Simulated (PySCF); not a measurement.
# Ionisation energy of F by level of theory

F [He] 2s2 2p5 (2P) → F⁺ [He] 2s2 2p4 (3P), as a difference of total energies. All numbers are calculated (PySCF 2.14, the spin-free X2C one-electron Hamiltonian (Gaussian nucleus), in aug-cc-pVDZ-DK). Correlated levels: valence: 1s2 frozen. The calculations carry no spin-orbit coupling.

```json
{"method": "UHF", "ionisation energy (eV)": "15.752"}
{"method": "MP2 (valence)", "ionisation energy (eV)": "17.154"}
{"method": "SCS-MP2 (valence)", "ionisation energy (eV)": "17.103"}
{"method": "CCSD (valence)", "ionisation energy (eV)": "17.072"}
{"method": "CCSD(T) (valence)", "ionisation energy (eV)": "17.102"}
{"method": "CCSDT (valence)", "ionisation energy (eV)": "17.103"}
```

How much does correlation contribute at CCSD(T) (valence)?

17.102 − (15.752) = 1.350 eV, measured against UHF.

Errors of the correlated levels include the incompleteness of this basis and the frozen core.

For comparison: 17.427 eV (measured; NIST levels, between the centres of gravity of the two terms).
